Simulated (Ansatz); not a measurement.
Two shapes of doublet NH₃(+).

Shape 1:

```xyz
4

N     0.0014    0.0114    0.0111
H    -0.0505   -0.5233    0.8397
H     0.8048    0.5990   -0.1427
H    -0.8831    0.4104   -0.3096
```

Shape 2:

```xyz
4

N    -0.0350    0.0917    0.0433
H    -0.1175   -0.4984    0.8687
H     0.9373    0.2569   -0.1761
H    -0.4422   -0.3878   -0.7530
```

Basis set: def2-SVP (spherical functions). Left uncorrelated: 1 orbital. Charge 1, multiplicity 2.

Computed with Ansatz (development build ahead of 0.2.0); each method stands on the lowest determinant of its kind that the runs found.

Task: Which shape is lower in energy, and by how much in each method?

Result:

```csv
method,E(2) − E(1) (eV)
UHF,0.411
UHF-MP2,0.373
PBE0 (unrestricted),0.372
```

Shape 1 is lower.
